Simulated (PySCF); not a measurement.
Dissociation curve of CH2O2, SMILES O=CO. The C2–H5 bond (C2 also carries O, O; H5 carries nothing else) is stretched with both fragments frozen at the PBE0/def2-TZVP optimised geometry.

- UKS-BP86/6-31G* = unrestricted BP86/6-31G*, spherical d (PySCF)
- RKS-B3LYP/LANL2DZ = restricted B3LYP/LANL2DZ run with PySCF
- UKS-B3LYP/6-31G* = unrestricted B3LYP/6-31G*, spherical d run with PySCF
- UCCSD(T) = CCSD(T) on UHF/cc-pVDZ, 3 core orbitals frozen in PySCF 2.14.0

Energies relative to the lowest point of each curve near equilibrium, in mEh; the last columns give the difference from UCCSD(T):

| R / Å | UKS-BP86/6-31G* | RKS-B3LYP/LANL2DZ | UKS-B3LYP/6-31G* | UCCSD(T) | UKS-BP86/6-31G* − UCCSD(T) | RKS-B3LYP/LANL2DZ − UCCSD(T) | UKS-B3LYP/6-31G* − UCCSD(T) |
|---|---|---|---|---|---|---|---|
| 0.87 | 54.8 | 51.5 | 52.0 | 57.6 | -2.8 | -6.1 | -5.6 |
| 0.93 | 27.0 | 24.4 | 24.9 | 28.5 | -1.5 | -4.1 | -3.6 |
| 0.99 | 10.6 | 8.9 | 9.2 | 11.2 | -0.6 | -2.3 | -2.0 |
| 1.04 | 3.3 | 2.3 | 2.5 | 3.5 | -0.2 | -1.2 | -1.0 |
| 1.06 | 1.6 | 0.9 | 1.1 | 1.7 | -0.1 | -0.7 | -0.6 |
| 1.10 | 0.0 | 0.0 | 0.0 | 0.0 | 0.0 | 0.0 | 0.0 |
| 1.14 | 0.3 | 1.0 | 0.8 | 0.4 | 0.0 | 0.6 | 0.5 |
| 1.15 | 0.6 | 1.5 | 1.3 | 0.7 | -0.1 | 0.8 | 0.6 |
| 1.20 | 3.5 | 5.2 | 4.9 | 3.8 | -0.3 | 1.4 | 1.0 |
| 1.26 | 9.1 | 11.9 | 11.2 | 9.8 | -0.8 | 2.1 | 1.4 |
| 1.35 | 20.1 | 24.6 | 23.5 | 21.8 | -1.7 | 2.8 | 1.8 |
| 1.49 | 40.3 | 47.5 | 45.7 | 43.6 | -3.3 | 3.9 | 2.1 |
| 1.65 | 64.0 | 74.3 | 71.6 | 68.8 | -4.8 | 5.5 | 2.7 |
| 1.81 | 86.3 | 99.6 | 95.9 | 92.7 | -6.5 | 6.9 | 3.1 |
| 1.99 | 108.6 | 125.2 | 120.4 | 115.8 | -7.2 | 9.3 | 4.6 |
| 2.20 | 131.0 | 150.7 | 141.1 | 137.1 | -6.1 | 13.6 | 3.9 |
| 2.41 | 147.3 | 171.9 | 152.9 | 150.3 | -3.0 | 21.6 | 2.5 |
| 2.71 | 159.0 | 195.8 | 161.3 | 157.9 | 1.0 | 37.8 | 3.4 |
| 2.98 | 163.7 | 212.0 | 164.8 | 160.1 | 3.6 | 51.9 | 4.7 |
| 3.34 | 166.5 | 227.8 | 166.8 | 161.1 | 5.4 | 66.7 | 5.8 |
| 3.81 | 167.7 | 241.2 | 167.8 | 161.5 | 6.2 | 79.7 | 6.3 |

UKS-BP86/6-31G* is furthest from UCCSD(T) at 1.99 (-7.2 mEh, below); its mean absolute difference over the points is 2.6 mEh.

RKS-B3LYP/LANL2DZ is furthest from UCCSD(T) at 3.81 (79.7 mEh, above); its mean absolute difference over the points is 15.2 mEh.

UKS-B3LYP/6-31G* is furthest from UCCSD(T) at 3.81 (6.3 mEh, above); its mean absolute difference over the points is 2.7 mEh.

The unrestricted determinant behind UKS-BP86/6-31G* is spin-contaminated at 2.41 to 3.81 Å (<S²> up to 1.0, against 0.00 for a pure singlet). The restricted form behind RKS-B3LYP/LANL2DZ keeps the bonding electrons paired and can't separate into open-shell fragments. The unrestricted determinant behind UKS-B3LYP/6-31G* is spin-contaminated at 2.20 to 3.81 Å (<S²> up to 1.0, against 0.00 for a pure singlet). The unrestricted determinant behind UCCSD(T) is spin-contaminated at 1.65 to 3.81 Å (<S²> up to 1.0, against 0.00 for a pure singlet).
